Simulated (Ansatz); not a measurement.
**Molecular dynamics of C2H2F2O**

input.yaml

```yaml
crystal:
  periodic: [false, false, false]
  atoms:
    - { symbol: O, position_ang: [-1.356233, 0.319911, 0.475314] }
    - { symbol: C, position_ang: [-0.006194, 0.327934, 0.28015] }
    - { symbol: C, position_ang: [0.59445, -0.646734, -0.394289] }
    - { symbol: F, position_ang: [-0.014269, -1.654176, -0.983774] }
    - { symbol: F, position_ang: [1.906811, -0.737637, -0.520075] }
    - { symbol: H, position_ang: [-1.67937, 1.221678, 0.358793] }
    - { symbol: H, position_ang: [0.616004, 1.101025, 0.738282] }
basis:
  gaussian: { orbitals: cc-pVDZ }
hamiltonian:
  xc: pbe0
  dispersion: d4
md:
  timestep: 0.5
  n_steps: 150
  ensemble: nve
  temperature: 300.0
  initial_velocities: maxwell_boltzmann
  seed: 714316
scf:
  lower_state_search: "off"
```

Run as:

```bash
$ ansatz run input.yaml --threads 1 --pin off --max-ram 2048MiB --backend cpu --events-out ev --progress --plain --runs-dir out
```

It starts from a relaxed structure.

Output, in part (one step line in 3, the closing report, with atoms numbered from 0):

```
md step     0: t =     0.00 fs  T =   300.0 K  F+E_penalty+E_count = -9576.74669279 eV  E_kin = 0.193890 eV  conserved = -9576.55280280 eV  (15 SCF iters)
md step     3: t =     1.50 fs  T =   219.4 K  F+E_penalty+E_count = -9576.69343467 eV  E_kin = 0.141809 eV  conserved = -9576.55162584 eV  (22 SCF iters)
md step     6: t =     3.00 fs  T =   174.8 K  F+E_penalty+E_count = -9576.66428204 eV  E_kin = 0.113004 eV  conserved = -9576.55127800 eV  (22 SCF iters)
md step     9: t =     4.50 fs  T =   220.1 K  F+E_penalty+E_count = -9576.69492268 eV  E_kin = 0.142244 eV  conserved = -9576.55267910 eV  (22 SCF iters)
md step    12: t =     6.00 fs  T =   141.4 K  F+E_penalty+E_count = -9576.64304001 eV  E_kin = 0.091377 eV  conserved = -9576.55166253 eV  (22 SCF iters)
md step    15: t =     7.50 fs  T =    85.3 K  F+E_penalty+E_count = -9576.60640086 eV  E_kin = 0.055153 eV  conserved = -9576.55124799 eV  (14 SCF iters)
md step    18: t =     9.00 fs  T =   133.6 K  F+E_penalty+E_count = -9576.63843091 eV  E_kin = 0.086375 eV  conserved = -9576.55205541 eV  (22 SCF iters)
md step    21: t =    10.50 fs  T =   147.2 K  F+E_penalty+E_count = -9576.64725118 eV  E_kin = 0.095133 eV  conserved = -9576.55211837 eV  (22 SCF iters)
md step    24: t =    12.00 fs  T =   115.3 K  F+E_penalty+E_count = -9576.62608848 eV  E_kin = 0.074543 eV  conserved = -9576.55154526 eV  (22 SCF iters)
md step    27: t =    13.50 fs  T =   135.9 K  F+E_penalty+E_count = -9576.63969707 eV  E_kin = 0.087832 eV  conserved = -9576.55186501 eV  (22 SCF iters)
md step    30: t =    15.00 fs  T =   163.8 K  F+E_penalty+E_count = -9576.65798042 eV  E_kin = 0.105871 eV  conserved = -9576.55210931 eV  (22 SCF iters)
md step    33: t =    16.50 fs  T =   139.8 K  F+E_penalty+E_count = -9576.64233066 eV  E_kin = 0.090362 eV  conserved = -9576.55196879 eV  (22 SCF iters)
md step    36: t =    18.00 fs  T =    93.2 K  F+E_penalty+E_count = -9576.61169917 eV  E_kin = 0.060211 eV  conserved = -9576.55148786 eV  (22 SCF iters)
md step    39: t =    19.50 fs  T =   108.8 K  F+E_penalty+E_count = -9576.62180395 eV  E_kin = 0.070311 eV  conserved = -9576.55149269 eV  (22 SCF iters)
md step    42: t =    21.00 fs  T =   172.9 K  F+E_penalty+E_count = -9576.66422462 eV  E_kin = 0.111767 eV  conserved = -9576.55245757 eV  (22 SCF iters)
md step    45: t =    22.50 fs  T =   140.4 K  F+E_penalty+E_count = -9576.64243734 eV  E_kin = 0.090722 eV  conserved = -9576.55171569 eV  (22 SCF iters)
md step    48: t =    24.00 fs  T =   141.1 K  F+E_penalty+E_count = -9576.64252338 eV  E_kin = 0.091224 eV  conserved = -9576.55129948 eV  (22 SCF iters)
md step    51: t =    25.50 fs  T =   225.0 K  F+E_penalty+E_count = -9576.69819786 eV  E_kin = 0.145447 eV  conserved = -9576.55275070 eV  (22 SCF iters)
md step    54: t =    27.00 fs  T =   170.1 K  F+E_penalty+E_count = -9576.66172073 eV  E_kin = 0.109920 eV  conserved = -9576.55180055 eV  (22 SCF iters)
md step    57: t =    28.50 fs  T =   111.6 K  F+E_penalty+E_count = -9576.62327527 eV  E_kin = 0.072146 eV  conserved = -9576.55112906 eV  (22 SCF iters)
md step    60: t =    30.00 fs  T =   167.9 K  F+E_penalty+E_count = -9576.66070730 eV  E_kin = 0.108490 eV  conserved = -9576.55221683 eV  (22 SCF iters)
md step    63: t =    31.50 fs  T =   159.9 K  F+E_penalty+E_count = -9576.65563127 eV  E_kin = 0.103338 eV  conserved = -9576.55229317 eV  (22 SCF iters)
md step    66: t =    33.00 fs  T =    91.2 K  F+E_penalty+E_count = -9576.61005905 eV  E_kin = 0.058924 eV  conserved = -9576.55113476 eV  (22 SCF iters)
md step    69: t =    34.50 fs  T =   137.7 K  F+E_penalty+E_count = -9576.64109031 eV  E_kin = 0.088982 eV  conserved = -9576.55210830 eV  (22 SCF iters)
md step    72: t =    36.00 fs  T =   158.7 K  F+E_penalty+E_count = -9576.65471934 eV  E_kin = 0.102564 eV  conserved = -9576.55215580 eV  (22 SCF iters)
md step    75: t =    37.50 fs  T =   123.3 K  F+E_penalty+E_count = -9576.63124401 eV  E_kin = 0.079707 eV  conserved = -9576.55153655 eV  (22 SCF iters)
md step    78: t =    39.00 fs  T =   129.5 K  F+E_penalty+E_count = -9576.63549764 eV  E_kin = 0.083713 eV  conserved = -9576.55178500 eV  (22 SCF iters)
md step    81: t =    40.50 fs  T =   154.3 K  F+E_penalty+E_count = -9576.65149381 eV  E_kin = 0.099709 eV  conserved = -9576.55178493 eV  (22 SCF iters)
md step    84: t =    42.00 fs  T =   172.8 K  F+E_penalty+E_count = -9576.66397556 eV  E_kin = 0.111651 eV  conserved = -9576.55232433 eV  (22 SCF iters)
md step    87: t =    43.50 fs  T =   123.0 K  F+E_penalty+E_count = -9576.63104755 eV  E_kin = 0.079482 eV  conserved = -9576.55156565 eV  (22 SCF iters)
md step    90: t =    45.00 fs  T =   116.7 K  F+E_penalty+E_count = -9576.62703423 eV  E_kin = 0.075452 eV  conserved = -9576.55158186 eV  (22 SCF iters)
md step    93: t =    46.50 fs  T =   157.2 K  F+E_penalty+E_count = -9576.65390168 eV  E_kin = 0.101621 eV  conserved = -9576.55228092 eV  (22 SCF iters)
md step    96: t =    48.00 fs  T =   120.3 K  F+E_penalty+E_count = -9576.62960904 eV  E_kin = 0.077766 eV  conserved = -9576.55184323 eV  (22 SCF iters)
md step    99: t =    49.50 fs  T =    91.4 K  F+E_penalty+E_count = -9576.61016747 eV  E_kin = 0.059095 eV  conserved = -9576.55107199 eV  (14 SCF iters)
md step   102: t =    51.00 fs  T =   178.9 K  F+E_penalty+E_count = -9576.66800103 eV  E_kin = 0.115626 eV  conserved = -9576.55237548 eV  (22 SCF iters)
md step   105: t =    52.50 fs  T =   182.3 K  F+E_penalty+E_count = -9576.67005485 eV  E_kin = 0.117809 eV  conserved = -9576.55224581 eV  (22 SCF iters)
md step   108: t =    54.00 fs  T =   128.5 K  F+E_penalty+E_count = -9576.63399741 eV  E_kin = 0.083019 eV  conserved = -9576.55097888 eV  (14 SCF iters)
md step   111: t =    55.50 fs  T =   208.6 K  F+E_penalty+E_count = -9576.68712835 eV  E_kin = 0.134799 eV  conserved = -9576.55232979 eV  (22 SCF iters)
md step   114: t =    57.00 fs  T =   219.0 K  F+E_penalty+E_count = -9576.69393458 eV  E_kin = 0.141549 eV  conserved = -9576.55238569 eV  (22 SCF iters)
md step   117: t =    58.50 fs  T =   142.0 K  F+E_penalty+E_count = -9576.64304442 eV  E_kin = 0.091799 eV  conserved = -9576.55124548 eV  (22 SCF iters)
md step   120: t =    60.00 fs  T =   156.8 K  F+E_penalty+E_count = -9576.65320387 eV  E_kin = 0.101338 eV  conserved = -9576.55186609 eV  (22 SCF iters)
md step   123: t =    61.50 fs  T =   180.2 K  F+E_penalty+E_count = -9576.66854835 eV  E_kin = 0.116476 eV  conserved = -9576.55207201 eV  (22 SCF iters)
md step   126: t =    63.00 fs  T =   156.9 K  F+E_penalty+E_count = -9576.65330493 eV  E_kin = 0.101406 eV  conserved = -9576.55189919 eV  (22 SCF iters)
md step   129: t =    64.50 fs  T =   131.2 K  F+E_penalty+E_count = -9576.63639888 eV  E_kin = 0.084821 eV  conserved = -9576.55157765 eV  (22 SCF iters)
md step   132: t =    66.00 fs  T =   152.1 K  F+E_penalty+E_count = -9576.65024780 eV  E_kin = 0.098284 eV  conserved = -9576.55196412 eV  (22 SCF iters)
md step   135: t =    67.50 fs  T =   159.3 K  F+E_penalty+E_count = -9576.65512406 eV  E_kin = 0.102954 eV  conserved = -9576.55216973 eV  (22 SCF iters)
md step   138: t =    69.00 fs  T =   108.1 K  F+E_penalty+E_count = -9576.62161885 eV  E_kin = 0.069851 eV  conserved = -9576.55176759 eV  (22 SCF iters)
md step   141: t =    70.50 fs  T =    73.1 K  F+E_penalty+E_count = -9576.59849232 eV  E_kin = 0.047217 eV  conserved = -9576.55127497 eV  (15 SCF iters)
md step   144: t =    72.00 fs  T =   125.6 K  F+E_penalty+E_count = -9576.63340019 eV  E_kin = 0.081151 eV  conserved = -9576.55224945 eV  (22 SCF iters)
md step   147: t =    73.50 fs  T =   104.5 K  F+E_penalty+E_count = -9576.61982184 eV  E_kin = 0.067532 eV  conserved = -9576.55229024 eV  (22 SCF iters)
md step   150: t =    75.00 fs  T =    35.1 K  F+E_penalty+E_count = -9576.57351026 eV  E_kin = 0.022661 eV  conserved = -9576.55084949 eV  (14 SCF iters)
Total energy: -9576.57352477 eV, -351.9325858007 hartree
Atom 0 at    -1.364729     0.325844     0.462895 Å, force     0.801451    -1.115803    -0.855305 eV/Å
Atom 1 at    -0.002939     0.358102     0.249409 Å, force    -1.639448    -2.227533    -0.753495 eV/Å
Atom 2 at     0.598205    -0.671121    -0.361072 Å, force    -0.373153     0.703982    -0.235511 eV/Å
Atom 3 at    -0.006454    -1.660372    -1.001380 Å, force     0.001970     0.084855     0.574611 eV/Å
Atom 4 at     1.901938    -0.742317    -0.510615 Å, force     0.427960     0.015342    -0.117058 eV/Å
Atom 5 at    -1.566367     1.138395     0.881895 Å, force    -0.570994     1.275442     0.675984 eV/Å
Atom 6 at     0.498865     1.226256     0.536310 Å, force     1.352214     1.263714     0.710773 eV/Å
Dipole moment:    -0.043173     0.508585     0.247911 e Å
```

All steps were run. The conserved energy stayed within 0.28 meV per atom of its start (net change 0.28 meV per atom), so the integration is sound. The temperature averaged 0.47 of the 300 K drawn at the start: a run that starts near a minimum puts about half its kinetic energy into the potential. A run of 0.075 ps of so small a system gives no equilibrium averages.

The same pairs are bonded in the first frame and the last. Pairs count as bonded within 1.25 times the sum of covalent radii (0.12 Å more for H–H).

Last frame:

```xyz
7
Properties=species:S:1:pos:R:3
O -1.365 0.326 0.463
C -0.003 0.358 0.249
C 0.598 -0.671 -0.361
F -0.006 -1.660 -1.001
F 1.902 -0.742 -0.511
H -1.566 1.138 0.882
H 0.499 1.226 0.536
```

The run took 4.2 min on 1 CPU thread of a shared host.
